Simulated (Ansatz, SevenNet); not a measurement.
**How well does each level of theory give the elastic constant C11 of rock-salt LiCl?**

Reference value: 58.6 GPa (measured, 4 K, no zero-point or thermal correction; as tabulated in Harker's crystal data pages).

Problem. Put these levels in order of the elastic constant C11 that they give for rock-salt LiCl, smallest first: HSE06 (Ansatz, a first-principles code), Hartree–Fock (Ansatz), SevenNet-0 (SevenNet).

Solution. Hartree–Fock (41.7 GPa), HSE06 (55.4 GPa), SevenNet-0 (66.4 GPa)

Unless a cell is named, each level is at its own relaxed cell (SevenNet-0 16.94, HSE06 16.73, Hartree–Fock 18.21 Å³/atom).

Differences against the reference: SevenNet-0 +13.3 %, HSE06 -5.5 %, Hartree–Fock -29 %.

The measured value isn't corrected to a static lattice, so vibrations enter the comparison.  Each level is taken at its own relaxed cell. Ansatz's density-functional and Hartree–Fock values are scalar-relativistic unless marked +SOC, with PAW data made under PBE.

Machine-learned potentials (SevenNet-0) are trained on DFT data, which may include these solids.

Differences are worked out from the printed values.
